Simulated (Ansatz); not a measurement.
# BSiH2+ (singlet): from Hartree-Fock to the top rungs, cc-pVTZ

Aim: climb from Hartree-Fock through coupled cluster for BSiH2+ (singlet) at one geometry and basis, and see what each rung misses.

Computed with Ansatz 0.2.0, Gaussian basis. Level: cc-pVTZ, core rule «outside noble gas», up to 6 orbitals frozen.

Plan: UHF; CCSD(T) on RHF; CCSD(T) on UHF; BCCD(T) on RHF; CCSDT(Q) on RHF; CCSDT(Q) on UHF.

5 further runs of the same task are left out: 2 for a known fault of the program, 3 set aside as unsound or not needed.

## 1. The system

The geometry is a PBE0/def2-TZVP stationary point (not a proven minimum) of the parent state, kept for this charge and spin.

4 atoms, charge 1, spin multiplicity 1.

Atoms are counted from 1 here; the program's logs count them from 0.

Bond lengths: Si1–B2 1.925 Å, B2–H3 1.203 Å, B2–H4 1.203 Å. Angles: Si1–B2–H3 121.5°, Si1–B2–H4 121.5°, H3–B2–H4 117.1°.

Geometry (Å):

```
Si    0.0000    0.0000    0.6345
B     0.0000    0.0000   -1.2907
H     0.0000   -1.0258   -1.9185
H     0.0000    1.0258   -1.9185
```

## 2. UHF

Input file in.yaml:

```yaml
crystal:
  periodic: [false, false, false]
  atoms:
    - {symbol: Si, position_ang: [0.000000, 0.000000, 0.634524]}
    - {symbol: B, position_ang: [0.000000, 0.000000, -1.290679]}
    - {symbol: H, position_ang: [0.000000, -1.025810, -1.918468]}
    - {symbol: H, position_ang: [0.000000, 1.025810, -1.918468]}
basis:
  gaussian: {orbitals: cc-pVTZ}
total_charge: 1
magnetization: {spin_polarized: true, initial_magnetization: 0}
hamiltonian: {xc: hf}
output: {orbitals: {seedname: orbitals}}
```

On the command line:

```
ansatz run in.yaml --threads 1 --pin off --events-out ev --progress --plain --max-ram 2816MiB --backend cpu
```

The runs that follow: CCSD(T) on RHF; CCSD(T) on UHF; BCCD(T) on RHF; CCSDT(Q) on RHF; CCSDT(Q) on UHF.

**Question.** What will the summary of the whole plan be? Wanted: RCCSDT(Q) below the RHF energy; RMP2 from RCCSDT(Q); UMP2 from RCCSDT(Q); RCCSD from RCCSDT(Q); RCCSD(T) from RCCSDT(Q); UCCSD(T) from RCCSDT(Q); UCCSDT(Q) from RCCSDT(Q); T1 diagnostic.

**Answer**, as computed:

| quantity | value |
| --- | --- |
| RCCSDT(Q) below the RHF energy | -5.5190 eV |
| RMP2 from RCCSDT(Q) | +1186.4 meV |
| UMP2 from RCCSDT(Q) | +1356.1 meV |
| RCCSD from RCCSDT(Q) | +188.6 meV |
| RCCSD(T) from RCCSDT(Q) | +34.4 meV |
| UCCSD(T) from RCCSDT(Q) | +49.7 meV |
| UCCSDT(Q) from RCCSDT(Q) | +2.3 meV |
| levels within 1 kcal/mol (43 meV) | RCCSD(T), BCCD(T), RCCSDT, UCCSDT, UCCSDT(Q) |
| T1 diagnostic | 0.014 |

In words: RCCSD(T) lands +34.4 meV from the yardstick (0.6 % of the correlation energy). These misses are within one basis, not against nature.
